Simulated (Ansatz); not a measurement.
Saddle point of CH5, doublet (CH₃ + H₂ → CH₄ + H; bonds formed: H1–C3; bonds broken: H1–H2), PBE0-D4/def2-TZVP structure:

H1  (-0.686, -0.624, 0.099)
H2  (-1.330, -1.210, 0.193)
C3  (0.378, 0.344, -0.055)
H4  (1.262, -0.284, -0.038)
H5  (0.139, 0.794, -1.012)
H6  (0.236, 0.980, 0.812)
(Å)

Energies are electronic, without zero-point energy. Barriers and step energies count from the start structure reached by relaxing down the imaginary mode; all methods use the PBE0-D4 structures, on which another method's saddle can fall below an end. Computed with Ansatz 0.2.0 (basis: def2-TZVPP, with def2-QZVPP for the basis limit); correlated methods freeze the cores; orbitals are unrestricted. B3LYP uses VWN-RPA correlation. Extrapolation: Hartree–Fock as exp(−7.88 √X), correlation as X^−2.97.

```json
{"method": "SPW92", "barrier (kJ/mol)": "-13.1", "step energy (kJ/mol)": "-39.3"}
{"method": "PBE-D4", "barrier (kJ/mol)": "?", "step energy (kJ/mol)": "-21.6"}
{"method": "BLYP-D4", "barrier (kJ/mol)": "26.6", "step energy (kJ/mol)": "-2.8"}
{"method": "r2SCAN-D4", "barrier (kJ/mol)": "32.4", "step energy (kJ/mol)": "-1.2"}
{"method": "B97M-V", "barrier (kJ/mol)": "32.6", "step energy (kJ/mol)": "-15.6"}
{"method": "PBE0-D4", "barrier (kJ/mol)": "30.2", "step energy (kJ/mol)": "-20.0"}
{"method": "B3LYP-D4", "barrier (kJ/mol)": "34.6", "step energy (kJ/mol)": "-3.6"}
{"method": "r2SCAN0-D4", "barrier (kJ/mol)": "39.2", "step energy (kJ/mol)": "-1.6"}
{"method": "BHLYP-D4", "barrier (kJ/mol)": "47.5", "step energy (kJ/mol)": "-2.8"}
{"method": "CAM-B3LYP-D4", "barrier (kJ/mol)": "?", "step energy (kJ/mol)": "-9.2"}
{"method": "wB97X-V", "barrier (kJ/mol)": "40.8", "step energy (kJ/mol)": "-18.6"}
{"method": "wB97M-V", "barrier (kJ/mol)": "43.9", "step energy (kJ/mol)": "-15.7"}
{"method": "B2PLYP", "barrier (kJ/mol)": "43.4", "step energy (kJ/mol)": "-10.6"}
{"method": "PBE-QIDH", "barrier (kJ/mol)": "43.9", "step energy (kJ/mol)": "-22.3"}
{"method": "RPA on PBE", "barrier (kJ/mol)": "52.9", "step energy (kJ/mol)": "-7.6"}
{"method": "HF", "barrier (kJ/mol)": "?", "step energy (kJ/mol)": "-7.8"}
{"method": "MP2", "barrier (kJ/mol)": "55.1", "step energy (kJ/mol)": "-28.4"}
{"method": "CCSD", "barrier (kJ/mol)": "56.3", "step energy (kJ/mol)": "-7.1"}
{"method": "CCSD(T)", "barrier (kJ/mol)": "51.6", "step energy (kJ/mol)": "-11.0"}
```

(1) Fill in the withheld barriers. (An estimate is asked for; the value comes from the calculation.)

No T1 diagnostic of these runs exceeds 0.016. ⟨S²⟩ of the unrestricted Hartree–Fock references: 0.75 to 0.79 (a pure state has 0.75).

Results:

(1) By the calculation: HF 86.8; CAM-B3LYP-D4 37.1; PBE-D4 18.4 kJ/mol. Each is the energy of the saddle less that of the start structure, by the same method.

For comparison, the barrier by CCSD(T) at an estimated basis limit (MP2 extrapolated from triple and quadruple zeta, plus CCSD(T) − MP2 in triple zeta) is 50.4 kJ/mol.

For scale, one of the runs: CCSD(T)/def2-TZVPP, 101 basis functions, launched by `ansatz run in.yaml --threads 2 --pin off --events-out ev --progress --plain --max-ram 4352MiB`. Hardware: 2 CPU threads of an Arm Neoverse V1, shared host. Wall time 3.9 s; peak host memory 0.63 GiB.
